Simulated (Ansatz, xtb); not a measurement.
# C2H2B: 4 structures ranked

4 gas-phase structures of C2H2B, found in a search over its isomers (lower ones may exist). Each was relaxed with GFN2-xTB; where two conformers were screened, the lower at r2SCAN-D4/def2-SVP is listed:

A. `BC#[C]`, a doublet
B. `[BH]C#C`, a doublet
C. `[B]1C=C1`, a doublet
D. `B1[C]=C1`, a doublet

Task: Estimate their order in r2SCAN-D4/def2-SVP energy at these geometries, lowest first.

Result: Calculated order at r2SCAN-D4/def2-SVP: C (0.0), D (0.4), B (9.1), A (43.1) kcal/mol. Less than 1 kcal/mol parts C and D, so the order within that pair means little. CCSD(T)/def2-TZVP after further relaxation puts D lowest instead.

Energies above the lowest of each column, in kcal/mol; the last columns are at PBE-D3(BJ)/def2-SVP geometries and were run for some of them only (a dash: not run or not comparable):

```
structure  GFN2-xTB  HF/STO-3G  r2SCAN-D4/def2-SVP  PBE-D3(BJ)/def2-SVP  CCSD(T)/def2-TZVP
        C      15.0        4.9                 0.0                  0.7                2.8
        D      10.1        0.0                 0.4                  0.0                0.0
        B       0.0       14.9                 9.1                  7.2                6.0
        A      19.0       14.6                43.1                    –                  –
```

CCSD(T)/def2-TZVP puts D lowest of those it was run on; GFN2-xTB picks B, r2SCAN-D4/def2-SVP picks C. CCSD(T)/def2-TZVP orders those it was run on as D (0.0), C (2.8), B (6.0) kcal/mol. Frequencies (PBE-D3(BJ)/def2-SVP) were run for B, C, D alone. Open shells are spin-unrestricted, some with notable spin contamination. Large T1 diagnostics make some coupled-cluster values less sure.

Over these structures GFN2-xTB departs from r2SCAN-D4/def2-SVP by 14.5 kcal/mol on average once a common shift is removed. A GFN2-xTB relaxation took about 0.14 s and the r2SCAN-D4/def2-SVP energy about 3.2 s on a shared host (Ansatz 0.2.0, xtb 6.7.1).
